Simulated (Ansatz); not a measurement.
## Molecular dynamics of AlH₃

Input file:

```yaml
crystal:
  periodic: [false, false, false]
  atoms:
    - { symbol: Al, position_ang: [0.0, 0.0, 3.0e-06] }
    - { symbol: H, position_ang: [0.0, 0.0, 1.586039] }
    - { symbol: H, position_ang: [1.373542, 0.0, -0.793021] }
    - { symbol: H, position_ang: [-1.373542, 0.0, -0.793021] }
basis:
  gaussian: { orbitals: def2-SVP }
hamiltonian:
  xc: b3lyp
  dispersion: d4
md:
  timestep: 1.0
  n_steps: 500
  ensemble: nvt_nose_hoover
  temperature: 300.0
  initial_velocities: maxwell_boltzmann
  seed: 605849
  nose_hoover: { tau: 50.0, chain_length: 1 }
  temperature_schedule:
    - { n_steps: 125, end_temperature: 300.0 }
    - { n_steps: 375, end_temperature: 900.0 }
```

Run as:

```bash
$ ansatz run input.yaml --threads 1 --pin off --max-ram 2048MiB --backend cpu --events-out ev --progress --plain --runs-dir out
```

It starts from a relaxed structure.

Output, in part (step lines, the closing report, with atoms numbered from 0):

```
md step     0: t =     0.00 fs  T =   300.0 K (target 300.0 K)  F+E_penalty+E_count = -6643.52366004 eV  E_kin = 0.077556 eV  conserved = -6643.44610404 eV  (19 SCF iters)
[... lines left out ...]
Total energy: -6643.03168575 eV, -244.1269116429 hartree
Atom 0 at     0.014585     0.001370    -0.010315 Å, force    -1.015222    -0.072705     2.382334 eV/Å
Atom 1 at    -0.296511    -0.016710     1.835245 Å, force     0.798382     0.033855    -2.004683 eV/Å
Atom 2 at     1.300216    -0.025572    -0.881907 Å, force     0.481400     0.013635     0.027706 eV/Å
Atom 3 at    -1.394118     0.005602    -0.677153 Å, force    -0.264559     0.025216    -0.405357 eV/Å
Dipole moment:     0.148355     0.012957    -0.127492 e Å
```

The steps, from the saved trajectory:

| time (fs) | T (K) | potential energy less start (eV) | conserved less start (meV/atom) |
| --- | --- | --- | --- |
| 0 | 300 | 0.000 | 0.00 |
| 16 | 227 | 0.021 | 0.09 |
| 32 | 84 | 0.065 | 0.43 |
| 48 | 37 | 0.090 | 0.73 |
| 64 | 160 | 0.076 | 0.65 |
| 80 | 357 | 0.046 | 0.25 |
| 96 | 519 | 0.032 | 0.04 |
| 112 | 557 | 0.058 | 0.39 |
| 128 | 410 | 0.133 | 1.07 |
| 144 | 168 | 0.226 | 1.59 |
| 160 | 99 | 0.262 | 1.70 |
| 176 | 394 | 0.186 | 1.32 |
| 192 | 855 | 0.053 | 0.52 |
| 208 | 913 | 0.021 | 0.04 |
| 224 | 421 | 0.132 | 0.82 |
| 240 | 114 | 0.195 | 1.52 |
| 256 | 343 | 0.120 | 0.87 |
| 272 | 580 | 0.049 | 0.34 |
| 288 | 539 | 0.057 | 0.38 |
| 304 | 396 | 0.098 | 0.64 |
| 320 | 290 | 0.139 | 0.95 |
| 336 | 255 | 0.169 | 1.21 |
| 352 | 303 | 0.187 | 1.36 |
| 368 | 538 | 0.169 | 1.22 |
| 384 | 985 | 0.106 | 0.66 |
| 400 | 1142 | 0.126 | 0.64 |
| 416 | 510 | 0.370 | 3.53 |
| 432 | 1184 | 0.261 | 0.70 |
| 448 | 2054 | 0.094 | 0.79 |
| 464 | 1031 | 0.404 | 3.17 |
| 480 | 227 | 0.627 | 3.90 |
| 496 | 554 | 0.518 | 3.47 |

The run went to its last step. The conserved energy wandered by up to 5.8 meV per atom (net 3.0 meV per atom), which is poor conservation. The schedule's set-point averaged 700 K over the second half and the system 725 K. A run of 0.5 ps of so small a system gives no equilibrium averages.

The same pairs are bonded in the first frame and the last. Pairs count as bonded within 1.25 times the sum of covalent radii (0.12 Å more for H–H).

Last frame:

```xyz
4
Properties=species:S:1:pos:R:3
Al 0.015 0.001 -0.010
H -0.296 -0.017 1.835
H 1.300 -0.026 -0.882
H -1.394 0.006 -0.677
```

The run took 3.1 min on 1 thread of Arm Neoverse V2 (shared host), peak memory 0.073 GiB.
